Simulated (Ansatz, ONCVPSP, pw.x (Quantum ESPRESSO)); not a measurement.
osmium (Os): one change to the ONCV potential, in the atom and in the bcc crystal

ONCVPSP 4.0.1.1 (patched build) input, shortened (lines: element, Z, core and valence counts, functional; n l f; lmax; l rc ep ncon nbas qcut; lloc lpopt rc5 dvloc0; l nproj debl; icmod fcfact rcfact), PBEsol, scalar-relativistic:

```
  Os 76.00   10    4  -116133      upf
    1    0    2.00
    2    0    2.00
    2    1    6.00
    3    0    2.00
    3    1    6.00
    3    2   10.00
    4    0    2.00
    4    1    6.00
    4    2   10.00
    4    3   14.00
    5    0    2.00
    5    1    6.00
    5    2    6.00
    6    0    2.00
    2
    0    1.65    0.00    4    8    6.40
    1    1.95    0.00    4    8    7.30
    2    2.05    0.00    3    7    7.40
    4    5    1.40    0.00
    0    2    2.20
    1    1    2.90
    2    2    1.00
    3    5.75    1.60
```

Change: p: rc 1.82.

Cutoffs, loose and tight: the cutoffs (Ha) at which the residual kinetic energy of the hardest occupied pseudo-wave falls to 1 and 0.1 mHa per electron. They do not see the model core or the augmentation charge, which bear on the density cutoff. Test errors are all-electron minus pseudo excitation energies from the reference, over the configurations 5s2 5p6 5d6 6s1; 5s2 5p6 5d6 6s0; 5s2 5p6 5d5 6s0; 5s2 5p6 5d6.5 6s1.5; variants that change the core or the reference have their own tests.

Crystal test: bcc Os in pw.x 7.5, no spin, 15³ k-points, Fermi–Dirac smearing 0.01 Ry, cutoffs set for each file from its atomic test. The reference is all-electron LAPW (Ansatz 0.2.0) with the same functional, mesh and smearing; V0 and B0 come from Birch–Murnaghan fits to the pressures at five volumes. Errors are pseudo minus all-electron; Δ is the rms difference of the E(V) curves that follow from these fits, minima aligned, over ±6 % about the mean V0. Mesh and smearing are coarse, so the numbers serve the comparison and aren't converged zero-temperature values; the lattice is a test structure that the element need not adopt.

All-electron: a0 = 3.063 Å (V0 = 14.37 Å³/atom), B0 = 379.8 GPa.

Q: Does the change bring the crystal closer to the all-electron result?

A: The mean pressure error goes from -10.44 to -9.46 GPa, a small move against the size of the error.

```tsv
quantity	base	changed
outcome (atom)	generated	generated
cutoff, loose (atom)	17 Ha	17 Ha
cutoff, tight (atom)	21 Ha	21 Ha
bound ghosts (atom)	none	none
largest test error (meV) (atom)	-24	-23 over the solved tests; 1 of 4 tests not solved or not reliable
cutoffs in pw.x (Ry)	50/200	50/200
a0 (Å)	3.035	3.037
a0 error (%)	-0.92	-0.83
B0 error (%)	+4.9	+4.2
Δ (meV/atom)	33.3	30.2
mean pressure error (GPa)	-10.44	-9.46
```

Base: This is a poor potential for the solid. Changed file: This is a poor potential for the solid. Atomic configuration tests: 1 of 4 tests not solved or not reliable.
